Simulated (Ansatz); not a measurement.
1T (CdI2-type) ZrSe2, treated with HSE06 (Ansatz, a quantum-chemistry and plane-wave program, PAW).

Run with plane-wave cutoff 460 eV, 9×9×4 k mesh (along the axes of the cell as run), Fermi–Dirac smearing 0.01 eV, scalar-relativistic PAW data made under PBE.

Cell (measured lattice):

Space group P-3m1 (No. 164); a = b = 3.7700 Å, c = 6.1280 Å, α = β = 90.00°, γ = 120.00°

```json
[
 {"atom": "Zr", "site": "1a", "symmetry": "-3m.", "x": "0.0000", "y": "0.0000", "z": "0.0000"},
 {"atom": "Se", "site": "2d", "symmetry": "3m.", "x": "0.3333", "y": "0.6667", "z": "0.2560"}
]
```

Problem. Give the computed band gap and smallest direct gap on the k points sampled.

Solution. 
- band gap: 0.88 eV
- smallest direct gap on the k points sampled: 1.76 eV

Measured, for comparison: band gap 1.18 eV (temperature not stated, no zero-point or thermal correction, fundamental, indirect, our sources range from 0.90 to 1.20; as tabulated in Rybak et al. (2022), arXiv:2210.12074).

Note: cell and atoms aren't relaxed at this level (pressure 1.2 GPa).

Spin–orbit coupling is not included.

The computed numbers hold no vibrational or temperature effects.
